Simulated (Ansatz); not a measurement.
**Four-centre ligand exchange**

Start structure (SiN₂H₈, singlet), relaxed at PBE0-D4/def2-TZVP:

```tsv
atom	x (Å)	y (Å)	z (Å)
Si1	0.0604	-0.2692	0.6607
H2	0.8415	0.9913	0.6270
H3	0.5515	-1.3041	-0.2816
H4	-1.3763	0.0229	0.3818
N5	0.3348	-0.9299	2.2417
H6	-0.5342	1.7499	-2.0103
N7	-0.1356	0.8191	-2.0252
H8	0.0159	-1.8644	2.4445
H9	0.2072	-0.3393	3.0485
H10	-0.7316	0.2424	-2.6061
H11	0.7665	0.8812	-2.4809
```

The step: SiNH₅ ([NH2][SiH3]) + NH₃ → SiN₂H₆ ([NH2][SiH2][NH2]) + H₂; bonds formed: Si1–N7, H2–H6; bonds broken: Si1–H2, H6–N7. Computed with Ansatz 0.2.0 (basis: def2-TZVPP and def2-QZVPP); correlated methods freeze the cores. Extrapolation: Hartree–Fock as exp(−7.88 √X), correlation as X^−2.97. Energies below are by CCSD(T) at an estimated basis limit (MP2 extrapolated from triple and quadruple zeta, plus CCSD(T) − MP2 in triple zeta).

Task: What are the electronic barrier and the energy of the step, from the start structure to the end structure? (To be estimated.)

Result: Computed: Barrier 38.52 kcal/mol; step energy -9.06 kcal/mol (downhill); reverse barrier, their difference, 47.58 kcal/mol. Barrier and step energy count from the start structure, the reverse barrier from the end structure.

The saddle point: One imaginary mode of 1334i cm⁻¹.
```csv
pair,start (Å),saddle (Å),end (Å)
Si1–N7,2.90,1.87,1.71
H2–H6,3.07,1.15,0.75
Si1–H2,1.48,1.88,4.07
H6–N7,1.01,1.21,2.75
```

Zero-point energy (harmonic, PBE0-D4): ZPE is 54.66 kcal/mol at the start and 52.96 kcal/mol at the saddle, so the barrier goes from 38.52 to 36.82 kcal/mol.

T1 diagnostic: at most 0.011.

Labels in which every atom is bracketed show which atoms are joined, not bond orders.

For scale, one of the runs: CCSD(T)/def2-TZVPP, 216 basis functions, launched by `ansatz run in.yaml --threads 4 --pin off --events-out ev --progress --plain --max-ram 9574MiB`. The run took 44 s on 4 CPU threads of an Arm Neoverse V1 (shared host), with 3.2 GiB of host memory at its peak.
